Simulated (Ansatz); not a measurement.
## How methods differ on SiH3O− (SMILES [O-][SiH3])

SiH3O− has 5 atoms, charge -1, and is taken as a singlet. As SMILES, `[O-][SiH3]`. The coordinates come from a GFN2-xTB relaxation.

```xyz
5

O    -1.4442    0.2714    0.7001
Si   -0.0827    0.0156    0.0398
H    -0.1044   -0.2474   -1.4526
H     0.6978   -1.1746    0.5614
H     0.9335    1.1350    0.1513
```

Each level gives the energy change with the Si2–H4 bond stretched from 1.516 to 3.032 Å (eV). The values are calculated.

```tsv
level	kind	program	value (eV)	less FCI/STO-3G	CPU time (all runs)
B3LYP/STO-3G (restricted)	global hybrid	Ansatz	3.74	0.00	2 s
CAM-B3LYP/STO-3G (restricted)	range-separated hybrid	Ansatz	4.29	+0.55	2.2 s
wB97M-V/STO-3G (restricted)	range-separated hybrid	Ansatz	4.39	+0.65	28 s
MP2/STO-3G (restricted)	perturbation theory	Ansatz	4.06	+0.32	0.21 s
BCCD(T)/STO-3G (restricted)	coupled cluster or CI	Ansatz	3.75	+0.01	0.32 s
CCSD(T)/STO-3G (restricted)	coupled cluster or CI	Ansatz	3.72	-0.02	0.26 s
CCSDT(Q)/STO-3G (restricted)	coupled cluster or CI	Ansatz	3.73	-0.01	0.46 s
FCI/STO-3G	exact in the basis	Ansatz	3.74	0.00	1.1 s
```

FCI/STO-3G is exact within its basis and frozen core, so for wave-function methods in that basis the difference is their error; functionals converge differently with the basis, so for them it is only a difference. Sets without diffuse functions describe the anion poorly. The first shape isn't each level's own minimum. The values span 3.72 to 4.39 eV. All rows use very small basis sets, so none should be taken for the real molecule's value. In so small a basis fixed costs decide the times, and correlated methods can beat functionals. CPU times are rough (shared hosts, several kinds of processor and program).
